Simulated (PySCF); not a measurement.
Molecule: `C=CF`, C2H3F.

Mapped SMILES: `[CH2:1]=[CH:2][F:3]`. Hydrogens are named by the atom that carries them. Ha(C1) is cis to F3; Hb(C1) is trans to F3.

Geometry PBE0-D3(BJ)/def2-SVP throughout; GIAO in PySCF 2.14.0 with density-fitted response routines, gas phase, one conformer, non-relativistic; equivalent atoms averaged; functional PBE0.

For orientation, pcSseg-1 gives these shifts δ (against TMS, CFCl3 at the same level): C2 164.0, C1 100.1, F3 -99.4, H(C2) 6.74, Hb(C1) 4.59, Ha(C1) 5.03 ppm.

A run gave: C2 124.1, C1 90.3, F3 -14.6, H(C2) 5.82, Hb(C1) 4.64, Ha(C1) 4.62 ppm (shifts δ (against TMS, CFCl3 at the same level)).

Q: Which basis set was used in that run?
A. def2-SVP
B. 6-31G*
C. cc-pVTZ
D. STO-3G

A: D. C2 tells them apart best: STO-3G gives 124.1, cc-pVTZ gives 162.1, 6-31G* gives 149.4, def2-SVP gives 153.8 ppm.
